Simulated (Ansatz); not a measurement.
in.yaml

```yaml
crystal:
  periodic: [false, false, false]
  atoms:
    - {symbol: O, position_ang: [0.000000, 0.008101, 1.755319]}
    - {symbol: C, position_ang: [0.000000, 0.052092, 0.612788]}
    - {symbol: Si, position_ang: [0.000000, -0.078659, -1.220644]}
    - {symbol: H, position_ang: [0.000000, 1.442456, -1.152508]}
basis:
  gaussian: {orbitals: STO-3G}
total_charge: 1
magnetization: {spin_polarized: false, initial_magnetization: 2}
correlation: {active_space: {ras: {orbitals: [13, 2, 5], electrons: 28, max_holes: 2, max_particles: 2}, fixed_orbitals: true}}
```

```sh
$ ansatz run in.yaml --threads 1 --pin off --events-out ev --progress --plain --max-ram 2393MiB
```

Problem. Roughly how long does this take on 1 thread of Arm Neoverse V1, shared host, and how much host memory?

Solution. 0.75 s wall and 0.22 GiB.

```
247 factors; integrals over basis functions are off by at most 4.3e-5 eV
mean field evaluation 1: about -10798.4963 eV, gradient 3.6e1 eV
mean field evaluation 2: about -10798.5556 eV, gradient 3.6e1 eV
mean field evaluation 4: about -10805.4443 eV, gradient 5.7e0 eV
mean field evaluation 8: about -10806.2311 eV, gradient 2.3e-1 eV
mean field evaluation 16: about -10801.4829 eV, gradient 7.4e0 eV
mean field -10806.22568305 eV, -397.1214691292 hartree, gradient 2.1e-6 eV, S^2 2.000000; 0 other end points of the search recorded, 0 dependent functions left out
reference -10806.22568305 eV, -397.1214691292 hartree; 15, 13 occupied and 5, 7 virtual orbitals, 247 factors
state -10810.97406885 eV, -397.2959690889 hartree
Total energy: -10810.97406885 eV, -397.2959690889 hartree
```

Natural occupations: 2.0000 2.0000 2.0000 2.0000 1.9999 1.9999 1.9998 1.9976 1.9859 1.9822 1.9663 1.9531 1.9465 1.0029 0.9985 0.0585 0.0531 0.0239 0.0198 0.0122.
